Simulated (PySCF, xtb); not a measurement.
C3H4, SMILES C=C=C.

Harmonic wavenumbers (cm⁻¹) from xtb with GFN2-xTB at its own minimum, in rising order: 324, 324, 829, 829, 848, 977, 977, 1161, 1371, 1445, 2105, 3078, 3078, 3085, 3085.

What does PySCF with B3LYP-D3(BJ)/def2-TZVP give at its own minimum? (The exact figures need the calculation; the answer reports its results.)

372, 372, 873, 873, 883, 1020, 1020, 1113, 1429, 1486, 2047, 3125, 3129, 3199, 3199. Paired by order, the mean absolute difference is 56 cm⁻¹ and the zero-point energies are 33.6 and 34.5 kcal/mol.
